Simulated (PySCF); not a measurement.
Molfile (atoms numbered from 1):
```
C2H7OP
     RDKit          3D

 11 10  0  0  0  0  0  0  0  0999 V2000
   -1.3996    0.3260    0.2732 C   0  0  0  0  0  0  0  0  0  0  0  0
    0.3449    0.7003   -0.0601 P   0  0  0  0  0  5  0  0  0  0  0  0
    1.1613   -0.9147   -0.2021 C   0  0  0  0  0  0  0  0  0  0  0  0
    0.9807    1.6501    0.9022 O   0  0  0  0  0  0  0  0  0  0  0  0
   -1.8275   -0.3420   -0.4891 H   0  0  0  0  0  0  0  0  0  0  0  0
   -1.9620    1.2704    0.2938 H   0  0  0  0  0  0  0  0  0  0  0  0
   -1.4774   -0.1450    1.2644 H   0  0  0  0  0  0  0  0  0  0  0  0
    0.3034    1.1346   -1.4233 H   0  0  0  0  0  0  0  0  0  0  0  0
    2.2121   -0.7555   -0.4829 H   0  0  0  0  0  0  0  0  0  0  0  0
    1.1363   -1.4119    0.7791 H   0  0  0  0  0  0  0  0  0  0  0  0
    0.6728   -1.5540   -0.9527 H   0  0  0  0  0  0  0  0  0  0  0  0
  1  2  1  0
  2  3  1  0
  2  4  2  0
  1  5  1  0
  1  6  1  0
  1  7  1  0
  2  8  1  0
  3  9  1  0
  3 10  1  0
  3 11  1  0
M  END
```

Geometry: PBE0-D3(BJ)/def2-SVP; GIAO absolute shieldings from PySCF 2.14, gas phase, non-relativistic, averaged over equivalent atoms.

At PBE/pcSseg-2 (249 basis functions, 23 s wall time on 1 thread of an AMD EPYC 9R14, shared host):
```tsv
atoms	σ (ppm)
C1/C3	160.0
P2	294.4
O4	214.1
H8	23.34
H5/H6/H7/H9/H10/H11	29.91
```

Question: Estimate the result of repeating the calculation with PBE0/pcSseg-2.

Answer: 
```tsv
atoms	σ at PBE0/pcSseg-2	change
C1/C3	165.4	+5.4
P2	308.1	+13.7
O4	233.0	+18.9
H8	23.88	+0.54
H5/H6/H7/H9/H10/H11	29.99	+0.08
```

The largest change is at O4 (P=O oxygen). Cost: 249 basis functions, 14 s wall time on 1 thread of an AMD EPYC 9R14, shared host.
